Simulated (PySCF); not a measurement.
Molecule: `OCCCO`, C3H8O2.

Geometry:
```tsv
atom	x (Å)	y (Å)	z (Å)
O1	-1.576	1.054	0.518
C2	-1.236	-0.299	0.551
C3	-0.221	-0.683	-0.519
C4	1.158	-0.107	-0.268
O5	1.060	1.304	-0.218
H6	-0.744	1.537	0.406
H7	-0.836	-0.605	1.545
H8	-2.163	-0.877	0.404
H9	-0.131	-1.780	-0.578
H10	-0.590	-0.331	-1.497
H11	1.550	-0.505	0.690
H12	1.855	-0.425	-1.067
H13	1.904	1.670	0.062
```

Geometry PBE0-D3(BJ)/def2-SVP throughout; GIAO in PySCF, gas phase, one conformer, non-relativistic; equivalent atoms averaged; basis pcSseg-2.

Q: How do the shifts δ (against H2O, TMS at the same level) depend on the functional? (ppm; last column core-seconds on shared hosts with different chips, so compare them loosely)

A: 
```tsv
functional	kind	O1/O5	C2/C4	C3	H7/H8/H11/H12	H6/H13	H9/H10	core-s
HF	Hartree–Fock	14.7	62.5	33.3	3.48	2.44	1.49	11
LDA	LDA	49.2	75.5	38.7	4.26	1.96	1.82	27
PBE	GGA	47.4	74.1	38.4	4.17	1.83	1.77	30
BLYP	GGA	50.1	75.3	39.9	4.19	1.92	1.78	30
BP86	GGA	45.0	73.8	38.0	4.14	1.84	1.76	30
OPBE	GGA	41.7	71.0	35.9	4.07	1.77	1.73	29
KT2	GGA	47.1	72.5	37.9	4.15	1.73	1.79	30
KT3	GGA	46.0	71.7	37.6	4.09	1.77	1.77	30
B97-D	GGA	43.8	72.9	38.0	4.12	1.94	1.76	31
B3LYP	global hybrid	40.4	72.3	38.1	3.98	2.02	1.70	19
PBE0	global hybrid	36.2	70.6	36.5	3.91	1.94	1.67	29
mPW1PW91	global hybrid	35.1	70.4	36.3	3.89	1.96	1.66	18
WP04	global hybrid	32.5	71.6	36.5	3.72	2.18	1.62	27
B97-2	global hybrid	35.3	70.1	36.2	3.91	1.97	1.67	28
BHandHLYP	global hybrid	29.7	68.4	36.2	3.76	2.18	1.62	26
CAM-B3LYP	range-separated hybrid	36.0	71.0	37.4	3.93	2.10	1.69	37
wB97X-D	range-separated hybrid	31.6	69.8	36.0	3.84	2.01	1.64	34
LC-wPBE	range-separated hybrid	27.4	68.5	34.7	3.80	2.05	1.63	44
```

Q: Which nucleus moves most, in ppm?

A: O1/O5 (alcohol oxygen): from 14.7 ppm with HF to 50.1 ppm with BLYP. The smallest spread is 0.33 ppm, at H9/H10. Proton shifts span only some 12 ppm, so a few tenths of a ppm matter as much there as several ppm in carbon.
